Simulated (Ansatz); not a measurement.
## A ladder of methods for C2F3 (SMILES F[C]=C(F)F)

The species is C2F3 (5 atoms), meant as a doublet with charge 0. As SMILES, `F[C]=C(F)F`. Geometry: relaxed at PBE0-D4/def2-TZVP.

Each level gives the vertical ionisation energy (to the singlet cation) (eV). The values are calculated.

| level | kind | program | value (eV) | CPU time (all runs) |
| --- | --- | --- | --- | --- |
| U-revPBE/aug-cc-pVDZ | GGA | Ansatz | 11.30 | 49 s |
| UBLYP/aug-cc-pVDZ | GGA | Ansatz | 11.23 | 56 s |
| UPBE/aug-cc-pVDZ | GGA | Ansatz | 11.37 | 50 s |
| UB3LYP/aug-cc-pVDZ | global hybrid | Ansatz | 11.77 | 82 s |
| UPBE0/aug-cc-pVDZ | global hybrid | Ansatz | 11.84 | 75 s |
| RPA@PBE0/aug-cc-pVDZ | RPA | Ansatz | 11.69 | 2.3 min |
| UMP2/aug-cc-pVDZ | perturbation theory | Ansatz | 11.51 | 35 s |
| UCCSD/aug-cc-pVDZ | coupled cluster or CI | Ansatz | 11.75 | 8.7 min |

The values span 11.23 to 11.84 eV. Spin contamination of the reference (⟨S²⟩ at least 0.1 too high) touches UMP2/aug-cc-pVDZ, UCCSD/aug-cc-pVDZ. CPU times are rough (shared hosts, several kinds of processor): they show what a rung costs within a factor of a few.
